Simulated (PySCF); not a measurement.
Ionising Si₂

r²SCAN; PySCF, no relativity, basis sets Si def2-SVPD. Neutral (UKS): triplet (π ↑↑), Re = 2.274 Å, ωe = 507 cm⁻¹, De = 3.36 eV, HOMO -5.15 eV, LUMO -4.29 eV.

Si₂⁻ (UKS): doublet (π ↑), Re = 2.182 Å, ωe = 569 cm⁻¹. The energies at the minima are -578.61503 hartree for Si2 and -578.68590 for Si₂⁻.

(1) Work out the adiabatic electron affinity, without and with harmonic zero-point energies (1 hartree = 27.2114 eV, 1 eV = 8065.5 cm⁻¹), and the change of the bond length.

The highest Kohn–Sham level is positive in this anion. Much of that is self-interaction error, but it also means that the finite basis helps to hold the extra electron. States were picked by a PBE0 search and need not be the measured ground states.

## Answers

(1) At r²SCAN: 0.07087 hartree = 1.928 eV between the minima; the zero-point term (507.0 − 569.0)/2 cm⁻¹ = -0.004 eV makes it 1.925 eV. Re changes by -9.2 pm against the neutral. The electron enters a π orbital, and the shorter bond of the ion fits a bonding orbital, or a change in how ionic the bond is.
